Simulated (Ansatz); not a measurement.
Isomers

Structures of C2H3Si, doublet, relaxed at PBE0-D4/def2-TZVP (vibrations not checked; lower isomers may exist, and structures with a doubtful reference or unclear bonds are left out). Computed with Ansatz 0.2.0 (basis: def2-TZVPP); correlated methods freeze the cores; orbitals are unrestricted. B3LYP uses VWN-RPA correlation.

Question: Rank them by CCSD(T) energy, lowest first, and give each one's height above the lowest. Links in brackets join atoms within 1.22 times the sum of their covalent radii (1.1 for two metals). (Judge from chemistry; the value comes from the calculation.)
A.
C₂H₃Si ([CH][C][SiH2])
```
6
angstrom
C -0.6497 -1.5876 -0.2159
C -0.2670 -0.4475 -0.0815
Si 0.1546 1.2981 0.0839
H -0.9744 -2.5963 -0.3315
H 1.1627 1.7090 -0.9242
H 0.5738 1.6244 1.4692
```
B.
C₂H₃Si ([C]1[CH][SiH2]1)
```
6
angstrom
C 0.8245 -0.9751 0.4640
C -0.3207 -1.0755 -0.1309
Si 0.2145 0.7107 0.0879
H -1.1021 -1.7130 -0.5175
H 0.7623 1.4893 -1.0435
H -0.3785 1.5636 1.1401
```
C.
C₂H₃Si ([CH]1[CH][SiH]1)
```
6
angstrom
C -0.5847 -0.5400 -0.2328
C 0.3140 0.3360 -0.6901
Si 0.7826 -0.3148 0.9351
H -1.5195 -0.9474 -0.5987
H 0.4165 0.9396 -1.5838
H 0.5912 0.5266 2.1703
```

Answer: The calculation gives: A (0.00 kcal/mol), C (7.38 kcal/mol), B (19.41 kcal/mol). Heights count from the lowest.

Question: Do PBE-D4, r2SCAN-D4, PBE0-D4, B3LYP-D4, wB97M-V, HF, MP2 give the same order? (A judgement: the text doesn't fix the answer.)

Answer: By the calculation: All do.

T1 diagnostic: at most 0.030. ⟨S²⟩ of the unrestricted Hartree–Fock references: 0.76 to 0.85 (a pure state has 0.75). The unrestricted reference is spin-contaminated, which hurts MP2 most.

For scale, one of the runs: CCSD(T)/def2-TZVPP, 146 basis functions, launched by `ansatz run in.yaml --threads 2 --pin off --events-out ev --progress --plain --max-ram 4352MiB`. Time: 43 s of wall clock on 2 CPU threads of an Arm Neoverse V1; the host was shared. Peak host memory: 1.9 GiB.
